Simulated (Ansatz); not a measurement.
Saddle point of SiH2O2, closed shell (SiH₂O₂ ([OH][Si][OH]) → H₂O + SiO; bonds formed: H1–O4; bonds broken: H1–O2, Si3–O4), PBE0-D4/def2-TZVP structure:

| atom | x (Å) | y (Å) | z (Å) |
| --- | --- | --- | --- |
| H1 | -0.3754 | -0.0125 | -0.5648 |
| O2 | -0.0961 | -1.3625 | -0.5597 |
| Si3 | 0.4521 | -0.9277 | 0.8470 |
| O4 | -0.2691 | 0.7728 | 0.2441 |
| H5 | 0.2885 | 1.5301 | 0.0334 |

Energies are electronic, without zero-point energy. Barriers and step energies count from the start structure reached by relaxing down the imaginary mode; all methods use the PBE0-D4 structures, on which another method's saddle can fall below an end. Computed with Ansatz 0.2.0 (basis: def2-TZVPP, with def2-QZVPP for the basis limit); correlated methods freeze the cores. B3LYP uses VWN-RPA correlation. Extrapolation: Hartree–Fock as exp(−7.88 √X), correlation as X^−2.97.

```
      method  barrier (kcal/mol)  step energy (kcal/mol)
       SPW92               33.91                   34.59
      PBE-D4               36.30                   30.83
     BLYP-D4               37.91                   29.20
   r2SCAN-D4                   ?                   34.64
      B97M-V               44.22                   35.21
     PBE0-D4               41.25                   35.07
    B3LYP-D4               41.79                   33.06
  r2SCAN0-D4               43.77                   37.38
    BHLYP-D4               47.39                   37.69
CAM-B3LYP-D4                   ?                   35.12
     wB97X-V               43.18                   35.31
     wB97M-V               42.08                   33.83
      B2PLYP               41.51                   32.39
    PBE-QIDH               43.00                   35.82
  RPA on PBE               40.89                   31.47
          HF               56.12                   41.32
         MP2                   ?                   32.01
        CCSD               45.27                   35.48
     CCSD(T)               42.50                   33.46
```

Question: Fill in the withheld barriers. (Judge from chemistry; the value comes from the calculation.)

Answer: The calculation gives: MP2 40.53; CAM-B3LYP-D4 42.90; r2SCAN-D4 40.58 kcal/mol. Each is the energy of the saddle less that of the start structure, by the same method.

For comparison, the barrier by CCSD(T) at an estimated basis limit (MP2 extrapolated from triple and quadruple zeta, plus CCSD(T) − MP2 in triple zeta) is 42.88 kcal/mol.

T1 diagnostic: at most 0.020.

Labels in which every atom is bracketed show which atoms are joined, not bond orders.

For scale, one of the runs: CCSD(T)/def2-TZVPP, 132 basis functions, launched by `ansatz run in.yaml --threads 2 --pin off --events-out ev --progress --plain --max-ram 4352MiB`. Hardware: 2 CPU threads of an Arm Neoverse V1, shared host. Wall time 8.5 s; peak host memory 0.66 GiB.
